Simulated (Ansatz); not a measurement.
**A ladder of methods for [SiH3]− (SMILES [SiH3-])**

[SiH3]−: 4 atoms, total charge -1, spin state singlet. SMILES: `[SiH3-]`. Geometry: relaxed at PBE0-D4/def2-TZVPD.

| atom | x (Å) | y (Å) | z (Å) |
| --- | --- | --- | --- |
| Si | 0.5397 | -0.0507 | -0.3009 |
| H | 0.4266 | 0.6223 | 1.0859 |
| H | -0.2985 | -1.2837 | 0.1068 |
| H | -0.6678 | 0.7122 | -0.8918 |

Quantity: the energy change with the Si1–H2 bond stretched from 1.546 to 2.318 Å, in eV. The values are calculated.

| level | kind | program | value (eV) | less CCSD(T)/6-31G |
| --- | --- | --- | --- | --- |
| revPBE/6-31G (restricted) | GGA | Ansatz | 1.15 | +0.07 |
| r2SCAN/6-31G (restricted) | meta-GGA | Ansatz | 1.27 | +0.19 |
| B3LYP/6-31G (restricted) | global hybrid | Ansatz | 1.23 | +0.15 |
| MP2/6-31G (restricted) | perturbation theory | Ansatz | 1.27 | +0.19 |
| BCCD(T)/6-31G (restricted) | coupled cluster or CI | Ansatz | 1.08 | 0.00 |
| CCSD(T)/6-31G (restricted) | coupled cluster or CI | Ansatz | 1.08 | 0.00 |
| CCSD/6-31G (restricted) | coupled cluster or CI | Ansatz | 1.09 | +0.01 |
| CCSDT/6-31G (restricted) | coupled cluster or CI | Ansatz | 1.07 | -0.01 |
| FCI/3-21G | exact in the basis | Ansatz | 1.12 | +0.04 |

CCSD(T)/6-31G (restricted) is the highest level here, not the true value. Its T1 diagnostic reaches 0.024, a sign that one reference may not serve. Sets without diffuse functions describe the anion poorly. The first shape isn't each level's own minimum. The values span 1.07 to 1.27 eV. All rows use very small basis sets, so even the best lies far from the true value.
